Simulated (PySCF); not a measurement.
Worked example: SiCl⁺, singlet against SiCl, doublet

Geometry (PBE0/def2-TZVP stationary point of a doublet), kept for both states (SiCl, doublet: Π; SiCl⁺, singlet: Σ⁺):

```csv
atom,x (Å),y (Å),z (Å)
Si,0.0000,0.0000,0.0000
Cl,0.0000,0.0000,2.0671
```

Basis cc-pVDZ; PySCF 2.14.0. Only valence electrons are correlated (noble-gas cores frozen). Prefix R: restricted or restricted open-shell reference; prefix U: unrestricted.

Full CI isn't at hand for all of this; RCCSDT serves as the reference. It lacks quadruple excitations, which often exceed the step from CCSD(T) to CCSDT. The frozen core follows each run's orbitals, which can shift R against U totals by a few meV.

```
   level  E(SiCl, doublet) (hartree)  E(SiCl⁺, singlet) (hartree)
     UHF                 -748.424900                  -748.159547
    UMP2                 -748.617546                  -748.354845
UCCSD(T)                 -748.650520                  -748.387767
     PBE                 -749.330235                  -749.057538
  r2SCAN                 -749.605573                  -749.325761
  RCCSDT                 -748.651280                  -748.388693
```

Task: Give the vertical gap, SiCl⁺ singlet less SiCl doublet, at each level in eV (1 hartree = 27.2114 eV), and each error against RCCSDT.

Result: RCCSDT: (-748.388693 − (-748.651280)) × 27.2114 = 7.145 eV (the reference)
r2SCAN: (-749.325761 − (-749.605573)) × 27.2114 = 7.614 eV, error 0.469 eV
PBE: (-749.057538 − (-749.330235)) × 27.2114 = 7.420 eV, error 0.275 eV
UCCSD(T): (-748.387767 − (-748.650520)) × 27.2114 = 7.150 eV, error 0.005 eV
UMP2: (-748.354845 − (-748.617546)) × 27.2114 = 7.148 eV, error 0.003 eV
UHF: (-748.159547 − (-748.424900)) × 27.2114 = 7.221 eV, error 0.076 eV

Total energies of functionals can't be set beside those of wave-function methods, since they hold the core's correlation and their own absolute errors; only the differences compare.

In so small a basis the reference is far from its limit while semilocal and hybrid functionals are nearer theirs, so the functionals' errors here hold much of the reference's basis and frozen-core error, which can add to them or hide them.

Each level lands on the state that its own search finds. T1 diagnostics of restricted CCSD: 0.020 and 0.023.
